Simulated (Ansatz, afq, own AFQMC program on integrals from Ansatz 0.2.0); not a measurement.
Ge₂H₃, quartet in cc-pVQZ, levels against AFQMC with the constraint released

```xyz
5

Ge   -0.0020    0.0000    1.2075
Ge   -0.0014    0.0000   -1.2815
H     1.5002    0.0000    1.5882
H    -0.6286    1.2435    1.8741
H    -0.6287   -1.2435    1.8741
```

Connectivity, by distances: GeH3–Ge.

Basis cc-pVQZ. Only valence electrons are correlated. Integrals, coupled cluster, full CI and functionals: Ansatz 0.2.0; the random walks run on the same integrals in our own AFQMC program. The CISD trial takes its coefficients from CCSD amplitudes. Released means that phaseless walkers are propagated on without the constraint, phases kept. ± is one standard error of the sampling. No spin–orbit coupling.

Determinant: UHF, the one that the program's search chose, which needn't be the lowest solution. The geometry is a PBE0/def2-TZVP stationary point of this or a neighbouring charge and spin state.

No full CI on the walks' own integrals is used here. The released AFQMC energy serves as the reference, which it does only where one determinant dominates, the energy is flat over the last release times and near the phaseless one (40 meV or 2 meV an electron, half that with transition metals). On small molecules, where full CI could be run and the noise was under 10 meV, such values lay within 10 meV of it in 19 cases of 20, a flattering rate, since the rule was set on those same cases; what remains of the bias isn't in the error bar.

Cautions: no relativity below Rb; no spin-orbit coupling; inner d shell frozen; another spin lies lower; the released value is read at 2.40 1/Eh (meV from the phaseless value at times in 1/Eh: -5 ± 6 at 0.24, -3 ± 4 at 0.51, -4 ± 3 at 0.99, -9 ± 4 at 1.62, -11 ± 6 at 2.40).

The T1 diagnostic is 0.0215. The weight of the determinant in the CISD state is 0.868, the ⟨S²⟩ of the determinant is 3.758 and the size of the correlated space is 11 electrons in 198 orbitals.

Reference: AFQMC with the constraint released, correlation energy -6.367 ± 0.006 eV.

```json
{"level": "HF", "E − E(reference) (kJ/mol)": "614.3 ± 0.6", "share of correlation (%)": "0.00"}
{"level": "MP2", "E − E(reference) (kJ/mol)": "113.4 ± 0.6", "share of correlation (%)": "81.53"}
{"level": "CCSD", "E − E(reference) (kJ/mol)": "27.2 ± 0.6", "share of correlation (%)": "95.57"}
{"level": "CCSD(T)", "E − E(reference) (kJ/mol)": "4.6 ± 0.6", "share of correlation (%)": "99.25"}
{"level": "ph-AFQMC/CISD", "E − E(reference) (kJ/mol)": "1.1 ± 0.9", "share of correlation (%)": "99.83"}
```

A walk keeps the symmetry of its determinant, which the program's search chose and which needn't be the lowest solution, so a lower state of the same spin and another symmetry isn't excluded. Released energies are given only where the last usable release times agree within the noise; a slower fall can still hide under it.
